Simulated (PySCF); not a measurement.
MgS: input and log

State: ¹Σ⁺ (singlet), closed shell.

An equivalent input (the run itself took its basis sets from the Basis Set Exchange, started from a PBE0 density and held the occupation σ 8α 8β, πx 3α 3β, πy 3α 3β):

```python
from pyscf import gto, scf, cc
mol = gto.M(atom='Mg 0 0 0; S 0 0 2.142', basis={'Mg': 'def2-TZVPP', 'S': 'def2-TZVPP'},
            charge=0, spin=0, verbose=4, symmetry='C2v')
mf = scf.RHF(mol)
mf.irrep_nelec = {'A1': 16, 'B1': 6, 'B2': 6}
mf.conv_tol = 1e-9
mf.max_cycle = 60
mf.diis_space = 10
mf.kernel()
mycc = cc.CCSD(mf, frozen=[0, 1, 2, 3, 4, 5])
mycc.run(conv_tol=1e-7, conv_tol_normt=1e-5, max_cycle=80, diis_space=8)
et = mycc.ccsd_t()
```

The SCF ended at -597.12004087 hartree. The coupled-cluster part of the log:

```
******** <class 'pyscf.cc.ccsd.CCSD'> ********
CC2 = 0
CCSD nocc = 8, nmo = 68
frozen orbitals [0, 1, 2, 3, 4, 5]
max_cycle = 80
direct = 0
conv_tol = 1e-07
conv_tol_normt = 1e-05
diis_space = 8
diis_start_cycle = 0
diis_start_energy_diff = 1e+09
Init t2, MP2 energy = -597.491879645379  E_corr(MP2) -0.371838777684503
Init E_corr(CCSD) = -0.371838777685485
cycle = 1  E_corr(CCSD) = -0.378470826991924  dE = -0.00663204931  norm(t1,t2) = 0.0721207
cycle = 2  E_corr(CCSD) = -0.387767745239842  dE = -0.00929691825  norm(t1,t2) = 0.038825
cycle = 3  E_corr(CCSD) = -0.387377907287645  dE = 0.000389837952  norm(t1,t2) = 0.0284443
cycle = 4  E_corr(CCSD) = -0.389347861822618  dE = -0.00196995453  norm(t1,t2) = 0.0108512
cycle = 5  E_corr(CCSD) = -0.389382970325223  dE = -3.51085026e-05  norm(t1,t2) = 0.00298874
cycle = 6  E_corr(CCSD) = -0.389186973948675  dE = 0.000195996377  norm(t1,t2) = 0.00161704
cycle = 7  E_corr(CCSD) = -0.38913677805034  dE = 5.01958983e-05  norm(t1,t2) = 0.000788471
cycle = 8  E_corr(CCSD) = -0.389206706047543  dE = -6.99279972e-05  norm(t1,t2) = 0.000376988
cycle = 9  E_corr(CCSD) = -0.38921052401507  dE = -3.81796753e-06  norm(t1,t2) = 9.30935e-05
cycle = 10  E_corr(CCSD) = -0.389206277483509  dE = 4.24653156e-06  norm(t1,t2) = 3.87048e-05
cycle = 11  E_corr(CCSD) = -0.389206454989083  dE = -1.77505574e-07  norm(t1,t2) = 1.37149e-05
cycle = 12  E_corr(CCSD) = -0.389206669067876  dE = -2.14078792e-07  norm(t1,t2) = 3.08311e-06
cycle = 13  E_corr(CCSD) = -0.389206700670985  dE = -3.16031097e-08  norm(t1,t2) = 1.29641e-06
CCSD converged
E(CCSD) = -597.5092475683658  E_corr = -0.3892067006709853
CCSD(T) correction = -0.0166851225082231
```

T1 diagnostic 0.022, D1 0.074, 16 electrons correlated.

Repeating this along the bond gives Re = 2.163 Å and ωe = 518 cm⁻¹.

A point of this curve took 7.5 CPU seconds beside 0.16 for the integrals, on Arm Neoverse V1 (shared host).

Correlated steps freeze 6 core orbitals. The CCSD T1 diagnostic is raised, a sign that a single reference may not be enough here.
